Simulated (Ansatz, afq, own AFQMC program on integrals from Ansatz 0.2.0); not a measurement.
**Where AFQMC and coupled cluster stand for GeH4⁺, doublet**

```xyz
5

Ge    0.0016    0.0029   -0.0029
H     0.5629    1.0369    1.0296
H    -0.6919   -1.2502    1.2531
H    -0.5576    1.0338   -1.0398
H     0.5694   -1.0321   -1.0309
```

Basis cc-pVDZ. Noble-gas cores (and the filled d shells of Ga–Kr and In–Xe) are frozen. AFQMC by an in-house program on the Cholesky factors that Ansatz 0.2.0 writes for its CCSD(T) run. The CISD trial takes its coefficients from CCSD amplitudes. Released means that phaseless walkers are propagated on without the constraint, phases kept. Free AFQMC starts from the CCSD state and is never constrained. Its projection time is finite, and what remains of the start isn't in its error. ± is one standard error of the sampling. No spin–orbit coupling.

Determinant: UHF, the one that the program's search chose, which needn't be the lowest solution. The geometry is a point of a scan.

No full CI on the walks' own integrals is used here; CCSDT(Q) serves as the reference and is uncertain by about the last step of the cluster series.

Cautions: no relativity below Rb; no spin-orbit coupling; inner d shell frozen; higher spins were not checked; raised T1 diagnostic (T1 0.050, weight of the determinant 0.88, largest double 0.09).

```
T1 diagnostic                               : 0.0497
weight of the determinant in the CISD state : 0.879
⟨S²⟩ of the determinant                     : 0.796
size of the correlated space                : 7 electrons in 33 orbitals
```

Reference: CCSDT(Q), correlation energy -3.439 eV. The released energy is read at 2.40 1/Eh (meV from the phaseless value at times in 1/Eh: 3 ± 9 at 0.24, 8 ± 9 at 0.51, -1 ± 8 at 0.99, 12 ± 8 at 1.62, -8 ± 10 at 2.40).

```json
{"level": "HF", "E − E(reference) (kcal/mol)": "79.30", "share of correlation (%)": "0.00"}
{"level": "MP2", "E − E(reference) (kcal/mol)": "22.64", "share of correlation (%)": "71.45"}
{"level": "CCSD", "E − E(reference) (kcal/mol)": "2.85", "share of correlation (%)": "96.40"}
{"level": "CCSD(T)", "E − E(reference) (kcal/mol)": "0.89", "share of correlation (%)": "98.87"}
{"level": "CCSDT", "E − E(reference) (kcal/mol)": "0.07", "share of correlation (%)": "99.91"}
{"level": "ph-AFQMC/HF", "E − E(reference) (kcal/mol)": "-0.61 ± 0.68", "share of correlation (%)": "100.77"}
{"level": "ph-AFQMC/CISD", "E − E(reference) (kcal/mol)": "0.08 ± 0.19", "share of correlation (%)": "99.90"}
{"level": "released AFQMC", "E − E(reference) (kcal/mol)": "-0.10 ± 0.23", "share of correlation (%)": "100.13"}
{"level": "free AFQMC", "E − E(reference) (kcal/mol)": "-0.04 ± 0.23", "share of correlation (%)": "100.05"}
```

Free projections are given only where their last times agree within the noise and don't stop above the reference; a slow remainder of the start can still hide under it. A walk keeps the symmetry of its determinant, which the program's search chose and which needn't be the lowest solution, so a lower state of the same spin and another symmetry isn't excluded. Released energies are given only where the last usable release times agree within the noise; a slower fall can still hide under it.
